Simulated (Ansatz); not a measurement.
in.yaml

```yaml
crystal:
  periodic: [false, false, false]
  atoms:
    - {symbol: Cu, position_ang: [0.000000, 0.000000, 0.000000]}
    - {symbol: Cl, position_ang: [0.000000, 0.000000, 2.075895]}
basis:
  gaussian: {orbitals: def2-SVP}
magnetization: {spin_polarized: true, initial_magnetization: 2}
hamiltonian: {xc: {name: PBE}}
correlation: {method: rpa, electrons: outside_noble_gas}
```

```sh
$ ansatz run in.yaml --threads 1 --pin off --events-out ev --progress --plain --max-ram 2393MiB
```

The program prints:

```
506 factors; integrals over basis functions are off by at most 1.3e-3 eV
mean field evaluation 1: about -57137.9792 eV, gradient 2.0e1 eV
mean field evaluation 2: about -57137.9760 eV, gradient 2.0e1 eV
mean field evaluation 4: about -57137.1298 eV, gradient 2.2e1 eV
mean field evaluation 8: about -57139.4086 eV, gradient 5.8e0 eV
mean field evaluation 16: about -57139.4918 eV, gradient 4.5e-5 eV
mean field evaluation 32: about -57138.5827 eV, gradient 7.0e0 eV
mean field evaluation 64: about -57139.3453 eV, gradient 1.5e0 eV
mean field evaluation 96: about -57138.2688 eV, gradient 1.4e1 eV
mean field evaluation 128: about -57139.4897 eV, gradient 1.9e-1 eV
mean field evaluation 160: about -57139.4917 eV, gradient 4.4e-2 eV
mean field -57139.49178574 eV, -2099.8375925874 hartree, gradient 1.9e-6 eV, S^2 2.001326; 14 other end points of the search recorded, 0 dependent functions left out
14 core orbitals not correlated: weight in the atoms' cores, before any rotation towards them, 1.000 or more for the frozen orbitals, at most 0.000 for the correlated occupied ones
reference -57088.75727028 eV, -2097.9731335331 hartree; 10, 8 occupied and 25, 27 virtual orbitals, 506 factors
Error: the energy between an occupied orbital and the lowest state that it is excited into in its spin channel is -0.0136 eV and must be positive: a state without a gap has no random-phase energy
```

The run gave no result to rely on (stopped by an error).

Ran on 1 thread of Intel Xeon, shared host: 44 s wall, 0.19 GiB peak host memory.
